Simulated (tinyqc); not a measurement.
Inside a calculation. Method: RKS/BLYP in the sto-6g basis, for HF, spin multiplicity 1. One step of it, computed by the program tinyqc.

Task: Iteration 2: building the Kohn-Sham matrix. J_ij = sum D_kl (ij|kl); F = H + J + V_xc; E = tr D H + tr D J / 2 + E_xc + E_nn.

D after iteration 1, lower triangle:
```
            1F 1s      1F 2s    1F 2px    1F 2py    1F 2pz     2H 1s
1F 1s    2.105995
1F 2s   -0.461542   2.078067
1F 2px   0.000000   0.000000  2.000000
1F 2py   0.000000   0.000000  0.000000  2.000000
1F 2pz   0.068405  -0.381024  0.000000  0.000000  0.956457
2H 1s   -0.015660  -0.189799  0.000000  0.000000  0.634955  0.805724
```

core Hamiltonian H = T + V (hartree), lower triangle:
```
             1F 1s       1F 2s     1F 2px     1F 2py     1F 2pz      2H 1s
1F 1s   -40.999290
1F 2s    -9.142634  -10.963174
1F 2px    0.000000    0.000000  -8.754812
1F 2py    0.000000    0.000000   0.000000  -8.754812
1F 2pz   -0.015788   -0.178787   0.000000   0.000000  -8.871270
2H 1s    -1.986269   -4.061732   0.000000   0.000000  -2.624747  -5.424175
```

Two-electron integrals (ij|kl) in chemists' order, unique and non-zero (hartree):
```
(11|11) 5.406240   (21|11) 0.768129   (21|21) 0.138909   (22|11) 1.266271
(22|21) 0.283987   (22|22) 0.926367   (31|31) 0.029452   (32|31) 0.044681
(32|32) 0.204753   (33|11) 1.266273   (33|21) 0.283987   (33|22) 0.926366
(33|33) 0.998085   (41|41) 0.029452   (42|41) 0.044681   (42|42) 0.204753
(43|43) 0.053789   (44|11) 1.266273   (44|21) 0.283987   (44|22) 0.926366
(44|33) 0.890506   (44|44) 0.998085   (51|51) 0.029452   (52|51) 0.044681
(52|52) 0.204753   (53|53) 0.053789   (54|54) 0.053789   (55|11) 1.266273
(55|21) 0.283987   (55|22) 0.926366   (55|33) 0.890506   (55|44) 0.890506
(55|55) 0.998085   (61|11) 0.177035   (61|21) 0.030673   (61|22) 0.061288
(61|33) 0.061182   (61|44) 0.061182   (61|51) 0.001326   (61|52) 0.002584
(61|55) 0.061502   (61|61) 0.006886   (62|11) 0.420772   (62|21) 0.095654
(62|22) 0.344798   (62|33) 0.340059   (62|44) 0.340059   (62|51) 0.006877
(62|52) 0.050399   (62|55) 0.354275   (62|61) 0.021095   (62|62) 0.154432
(63|31) 0.010969   (63|32) 0.061599   (63|53) 0.010669   (63|63) 0.023462
(64|41) 0.010969   (64|42) 0.061599   (64|54) 0.010669   (64|64) 0.023462
(65|11) 0.273211   (65|21) 0.063023   (65|22) 0.242894   (65|33) 0.232320
(65|44) 0.232320   (65|51) 0.015037   (65|52) 0.095957   (65|55) 0.264041
(65|61) 0.014554   (65|62) 0.133517   (65|65) 0.138387   (66|11) 0.549656
(66|21) 0.127286   (66|22) 0.524831   (66|33) 0.506530   (66|44) 0.506530
(66|51) 0.012409   (66|52) 0.124076   (66|55) 0.561432   (66|61) 0.028332
(66|62) 0.292867   (66|65) 0.294042   (66|66) 0.774999
```

nuclear repulsion = 5.17111281 hartree

V_xc (hartree), lower triangle:
```
            1F 1s      1F 2s     1F 2px     1F 2py     1F 2pz      2H 1s
1F 1s   -3.533864
1F 2s   -0.436269  -0.910594
1F 2px   0.000000   0.000000  -0.922969
1F 2py   0.000000   0.000000   0.000000  -0.922969
1F 2pz   0.002753   0.004821   0.000000   0.000000  -0.885980
2H 1s   -0.103893  -0.321679   0.000000   0.000000  -0.225744  -0.500969
```

E_xc = sum of w rho eps_xc = -10.94165446 hartree

Give: Coulomb J; Kohn-Sham matrix F; total energy of this density.

Result:

Coulomb J (hartree), lower triangle:
```
          1F 1s   1F 2s  1F 2px  1F 2py  1F 2pz   2H 1s
1F 1s   20.2086
1F 2s    3.6325  9.5197
1F 2px   0.0000  0.0000  9.5307
1F 2py   0.0000  0.0000  0.0000  9.5307
1F 2pz  -0.0036  0.0527  0.0000  0.0000  9.4976
2H 1s    0.8067  3.5222  0.0000  0.0000  2.4942  5.4867
```

Kohn-Sham matrix F (hartree), lower triangle:
```
           1F 1s    1F 2s   1F 2px   1F 2py   1F 2pz    2H 1s
1F 1s   -24.3245
1F 2s    -5.9464  -2.3541
1F 2px    0.0000   0.0000  -0.1471
1F 2py    0.0000   0.0000   0.0000  -0.1471
1F 2pz   -0.0166  -0.1213   0.0000   0.0000  -0.2597
2H 1s    -1.2834  -0.8612   0.0000   0.0000  -0.3563  -0.4384
```

total energy of this density = -99.736821 hartree

This density is a damped mixture and is not idempotent.
